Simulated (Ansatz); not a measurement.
Input for Ansatz (development build ahead of 0.2.0):

```yaml
crystal:
  periodic: [false, false, false]
  atoms:
    - { symbol: Cl, position_ang: [0.0, 0.0, 0.0] }
    - { symbol: Na, position_ang: [0.0, 5.1347, 3.94] }
    - { symbol: Na, position_ang: [0.0, -5.1347, 3.94] }
basis:
  gaussian: { orbitals: pcseg-2 }
magnetization:
  spin_polarized: true
  initial_magnetization: 1
hamiltonian:
  xc: { name: wB97X }
```

The input is written out in the form of the current development build from the run's settings.

Results

```
Converged                       : yes
Total energy                    : -784.71596 hartree
Spin squared of the determinant : 0.750
Stability test                  : minimum
```

Caution: charge can spread falsely over distant fragments.
